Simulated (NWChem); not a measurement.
Li, doublet

Program: NWChem. Pople sets run with spherical d functions. Spin-unrestricted. No stability test was run on the SCF state. Fermi-contact couplings, non-relativistic, static geometry.

```tsv
level	A(iso) 7Li atom 1 (MHz)	<S²>
BHandHLYP/6-31G*	362	0.750
UHF/6-31G*	339	0.750
PBE/def2-TZVP	392	0.750
B3LYP/def2-TZVP	451	0.750
```
